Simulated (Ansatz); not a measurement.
## Ga–C–GaH, quartet in cc-pVDZ: errors against UCCSDT(Q)

Geometry: displaced at random from a stationary point.

```xyz
4

Ga    0.0023   -0.3135    2.7028
C     0.0016   -0.4321    0.6734
Ga    0.0494   -0.3315   -1.3697
H    -0.0533    1.0771   -2.0065
```

Basis cc-pVDZ; Ansatz 0.2.0. Correlated methods freeze the noble-gas cores and the filled d shells of p-block atoms, which leaves 11 electrons in 44 orbitals. R marks a restricted (for open shells ROHF) determinant, U an unrestricted one. No spin–orbit coupling is included, and no scalar relativity.

Full CI isn't at hand for all of this; UCCSDT(Q) serves as the reference, and is uncertain by about the last step of the cluster series. The frozen core follows each run's orbitals, which can shift R against U totals by a few meV for light atoms and by up to 0.1 eV past Ca.

* UHF ⟨S²⟩: 3.782
* T1 diagnostic (RCCSD): 0.0293
* largest doubles amplitude (RCCSD): 0.041
* T1 diagnostic (UCCSD): 0.0270

```json
{"level": "UHF", "E − E(UCCSDT(Q)) (kcal/mol)": "135.24", "wall time": "–"}
{"level": "UMP2", "E − E(UCCSDT(Q)) (kcal/mol)": "30.86", "wall time": "–"}
{"level": "UCCSD", "E − E(UCCSDT(Q)) (kcal/mol)": "5.56", "wall time": "–"}
{"level": "UCCSD(T)", "E − E(UCCSDT(Q)) (kcal/mol)": "1.35", "wall time": "36 s"}
{"level": "UCCSDT", "E − E(UCCSDT(Q)) (kcal/mol)": "0.34", "wall time": "–"}
```

Run but not shown, since their state, orbitals or frozen core can't be matched to the reference's or they repeat it: RHF, RMP2, RCCSD, RCCSD(T), BCCD(T), RCCSDT, RCCSDT(Q).

Times hold each run's SCF and search for its determinant on a shared host, so for small cases they say little of a method's own cost; they ran on 1 thread of Arm Neoverse V1. Some runs computed forces too.
